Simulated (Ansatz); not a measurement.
A calculation with Ansatz (development build ahead of 0.2.0).

```yaml
crystal:
  periodic: [false, false, false]
  atoms:
    - { symbol: C, position_ang: [0.0, 0.0, 0.0] }
    - { symbol: C, position_ang: [1.30118, 0.0, 0.0] }
    - { symbol: C, position_ang: [-0.65059, 1.12685, 0.0] }
    - { symbol: C, position_ang: [-0.65059, -1.12685, 0.0] }
    - { symbol: H, position_ang: [1.81842, -0.86136, 0.0] }
    - { symbol: H, position_ang: [1.81842, 0.86136, 0.0] }
    - { symbol: H, position_ang: [-1.65517, 1.14412, 0.0] }
    - { symbol: H, position_ang: [-0.16325, 2.00548, 0.0] }
    - { symbol: H, position_ang: [-1.65517, -1.14412, 0.0] }
    - { symbol: H, position_ang: [-0.16325, -2.00548, 0.0] }
basis:
  gaussian: { orbitals: def2-TZVP }
magnetization:
  spin_polarized: true
  initial_magnetization: 2
hamiltonian:
  xc: hf
```

The input is written out in the form of the current development build from the run's settings.

The run gave:

| Item | Value |
| --- | --- |
| Converged | yes |
| Total energy | -154.89406 hartree |
| Spin squared of the determinant | 2.118 |

Caution: the unrestricted determinant is spin contaminated.
